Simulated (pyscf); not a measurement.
Structures and frequencies: ωB97X-D3(BJ)/def2-SVP in PySCF.

Question: Estimate the classical barrier height and the reaction energy of HO–B(Cl)–Cl + H₂ -> HO–BH–Cl + HCl at ωB97M-D3(BJ)/def2-TZVP. The step runs on the singlet surface, breaks B–Cl, H–H and forms B–H, Cl–H; take the separated reactants as zero.

Answer: ΔE‡ = 42.8 kcal/mol, ΔE = +12.9 kcal/mol. Zero-point energy shifts the barrier by +3.1 kcal/mol. It is a four-centre exchange, with an imaginary mode of 993i cm⁻¹. One saddle was located; it need not be the lowest between these sides.
